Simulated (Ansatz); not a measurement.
A trace of molecular dynamics of FH$_{7}$Si$_{2}$ (10 atoms, charge 0, multiplicity 1).

Computed with Ansatz, UKS BLYP-D4/STO-3G.

* ensemble: NVE (velocity Verlet)
* starting velocities drawn for: 1000 K
* seed: 41777

| time (fs) | T (K) | potential energy less start (eV) | conserved less start (meV/atom) |
| --- | --- | --- | --- |
| 0.0 | 1000 | 0.000 | 0.00 |
| 3.0 | 795 | 0.215 | 0.35 |
| 6.0 | 1201 | -0.207 | 0.14 |
| 9.0 | 1537 | -0.560 | -0.50 |
| 12.0 | 1317 | -0.326 | 0.19 |
| 15.0 | 1570 | -0.591 | -0.13 |
| 18.0 | 1102 | -0.106 | 0.01 |
| 21.0 | 1242 | -0.250 | 0.08 |
| 24.0 | 1216 | -0.222 | 0.14 |
| 27.0 | 1965 | -1.006 | -0.76 |
| 30.0 | 1554 | -0.570 | 0.33 |
| 33.0 | 1790 | -0.818 | -0.10 |
| 36.0 | 1901 | -0.935 | -0.37 |
| 39.0 | 1648 | -0.668 | 0.19 |
| 42.0 | 1883 | -0.914 | -0.10 |
| 45.0 | 1608 | -0.627 | 0.13 |
| 48.0 | 1737 | -0.761 | 0.05 |
| 51.0 | 1583 | -0.602 | 0.04 |
| 54.0 | 1807 | -0.838 | -0.32 |
| 57.0 | 1574 | -0.593 | 0.11 |
| 60.0 | 1614 | -0.634 | 0.09 |
| 63.0 | 1927 | -0.960 | -0.17 |
| 66.0 | 1736 | -0.761 | 0.08 |
| 69.0 | 1783 | -0.809 | -0.01 |
| 72.0 | 1573 | -0.589 | 0.29 |
| 75.0 | 1846 | -0.875 | -0.07 |

Can this run be trusted? Judge the integration.

The conserved energy stayed within 0.76 meV per atom of its start (net change -0.07 meV per atom), so the integration is sound. The system heated up, since it started high on the potential surface and ran downhill. A run of 0.075 ps of so small a system gives no equilibrium averages. The orbitals stay closed-shell, which can raise the energy where a bond breaks towards radicals; this wasn't checked here. Limits of this set-up: minimal basis. The time step was 0.5 fs.

The run took 7.7 min on 1 thread of Arm Neoverse N1 (shared host), peak memory 0.11 GiB.
